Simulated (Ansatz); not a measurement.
One change: `OCC(O)O` becomes `OCC(O)CF`.

Ansatz, PBE0-D4/def2-TZVP geometries, multiplicity 1. Each molecule was computed in one conformer, which needn't be the lowest.

```json
{"property": "HOMO–LUMO gap (B3LYP/def2-TZVPP) / eV", "`OCC(O)O`": "8.30"}
{"property": "LUMO energy (B3LYP/def2-TZVPP) / eV", "`OCC(O)O`": "0.46"}
{"property": "HOMO energy (PBE0/def2-TZVPP) / eV", "`OCC(O)O`": "-8.06"}
{"property": "LUMO energy (PBE/def2-TZVPP) / eV", "`OCC(O)O`": "-0.05"}
{"property": "HOMO energy (B3LYP/def2-TZVPP) / eV", "`OCC(O)O`": "-7.84"}
{"property": "size of the dipole moment (ωB97M-V/def2-TZVPP) / D", "`OCC(O)O`": "1.05"}
```

(1) Give the same properties after the change, and the shifts. (An estimate is asked.)

Results:

(1) Computed: 
```csv
property,`OCC(O)CF`,shift
HOMO–LUMO gap (B3LYP/def2-TZVPP) / eV,8.05,-0.25
LUMO energy (B3LYP/def2-TZVPP) / eV,0.34,-0.12
HOMO energy (PBE0/def2-TZVPP) / eV,-7.94,0.12
LUMO energy (PBE/def2-TZVPP) / eV,-0.15,-0.10
HOMO energy (B3LYP/def2-TZVPP) / eV,-7.71,0.13
size of the dipole moment (ωB97M-V/def2-TZVPP) / D,2.49,1.44
```

With PBE0 the HOMO rises by 0.12 eV and the LUMO falls by 0.11 eV, so the gap narrows by about 0.23 eV. PBE moves the HOMO by 0.14 eV and ωB97M-V by 0.11 eV. Dipoles are sizes alone; their direction can turn.

B3LYP here is the variant with VWN-RPA as its local correlation; programs differ in this.
